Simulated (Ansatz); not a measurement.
## Structure optimisation: rhodium, fcc

Theory: DFT, LDA (PW92), plane waves (420 eV) with PAW, scalar-relativistic in Ansatz. (PAW data from PBE, frozen cores regenerated.)

k-point mesh 14×14×14, Fermi-Dirac smearing 0.1 eV, no spin polarisation. Cell and atoms relax.

Starting structure:

```yaml
crystal:
  lattice:
    - [0.0, 1.90155, 1.90155]
    - [1.90155, 0.0, 1.90155]
    - [1.90155, 1.90155, 0.0]
  atoms:
    - { symbol: Rh, position: [0.0, 0.0, 0.0] }
hamiltonian:
  xc: lda
  pseudopotentials:
    kind: paw
    azcp:
      Rh: "pseudopotentials/Rh.paw.azcp"
basis:
  ecutwfc: 420
  fft_grid_basis: typed
kpoints:
  mp_grid: { grid: [14, 14, 14], shift: [0, 0, 0] }
magnetization:
  spin_polarized: false
scf:
  occupations: { method: fermi_dirac, width: 0.1 }
relax:
  max_steps: 60
  f_tol: 0.01
  cell: {}
```

Problem. The pressure at the start is -10.9 GPa. By how much does the volume change?

Solution. From 13.75 to 13.24 Å³ per atom, -3.7 %. The final cell has a = 3.755 Å.

Problem. How much energy does the relaxation gain?

Solution. 18.1 meV per atom.
